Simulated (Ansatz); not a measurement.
```yaml
crystal:
  periodic: [false, false, false]
  atoms:
    - {symbol: Sc, position_ang: [0.000000, 0.000000, 0.000000]}
    - {symbol: S, position_ang: [0.000000, 0.000000, 2.500000]}
basis:
  gaussian: {orbitals: def2-TZVP}
total_charge: 1
hamiltonian: {xc: pbe0}
relax: {f_tol: 0.004, max_steps: 80}
```

```sh
$ ansatz run in.yaml --threads 1 --pin off --events-out ev --progress --plain --max-ram 2176MiB
```

Steps of the relaxation (energy above the last step; positions in Å, forces in eV/Å):

```
2
step 1, 1529.7 meV
Sc    0.000    0.000    0.000    0.000    0.000    5.261
S     0.000    0.000    2.500    0.000    0.000   -5.261
```

```
2
step 2, 23.4 meV
Sc    0.000    0.000    0.195    0.000    0.000    1.088
S     0.000    0.000    2.305    0.000    0.000   -1.088
```

```
2
step 3, 10.2 meV
Sc    0.000    0.000    0.229    0.000    0.000   -0.787
S     0.000    0.000    2.271    0.000    0.000    0.787
```

```
2
step 5, 0.0 meV
Sc    0.000    0.000    0.216    0.000    0.000    0.001
S     0.000    0.000    2.284    0.000    0.000   -0.001
```

Close pairs at the end: Sc1–S2 2.068 Å.

A stationary point of restricted PBE0 after 5 steps (its stability towards spin polarisation wasn't tested). 11 s on 1 thread of Intel Xeon 6975P-C, shared host.
